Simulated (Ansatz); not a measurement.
# BFH4: the cost of one run

Program: Ansatz 0.2.0. Level of theory: RKS PBE0/def2-SVP. These are calculated values, not measurements.

1 further run of the same task is left out (it didn't finish).

### Step 1. The starting structure

Bond lengths: B1–F2 1.670 Å, B1–H3 1.190 Å, B1–H4 1.190 Å. Angles: F2–B1–H3 120.0°, F2–B1–H4 120.0°, H3–B1–H4 120.0°.

As a file:

```xyz
6

B     0.0000    0.0000    0.0000
F     0.0000    0.0000    1.6700
H     1.0305    0.0000   -0.5950
H    -1.0305    0.0000   -0.5950
H     0.0623   -1.4126    0.4698
H     0.0491   -1.1133    1.3144
```

### Step 2. Pulling towards end A

Springs on the bonds that form and break draw the guess towards this end; the thresholds are loose.

input.yaml

```yaml
crystal:
  periodic: [false, false, false]
  atoms:
    - { symbol: B, position_ang: [0.0, 0.0, 0.0] }
    - { symbol: F, position_ang: [0.0, 0.0, 1.67] }
    - { symbol: H, position_ang: [1.0305, 0.0, -0.595] }
    - { symbol: H, position_ang: [-1.0305, 0.0, -0.595] }
    - { symbol: H, position_ang: [0.0623, -1.4126, 0.4698] }
    - { symbol: H, position_ang: [0.0491, -1.1133, 1.3144] }
basis:
  gaussian: { orbitals: def2-SVP }
hamiltonian:
  xc: pbe0
relax:
  f_tol: 0.15
  max_steps: 25
  restrain:
    - { distance: [0, 4], at: 2.39, k: 30.0 }
    - { distance: [5, 1], at: 2.12, k: 30.0 }
    - { distance: [0, 1], at: 1.32, k: 30.0 }
    - { distance: [5, 4], at: 0.66, k: 30.0 }
output:
  orbitals: {}
```

The run is started by

```sh
ansatz run input.yaml --threads 1 --pin off --max-ram 2048MiB --backend cpu --events-out ev --progress --plain --runs-dir out
```

**Question.** How long does this run take on 1 thread of AMD EPYC 9R45 (Zen 5), shared host, and how much memory does it need?

About 2.7 s, with a peak of 0.12 GiB.
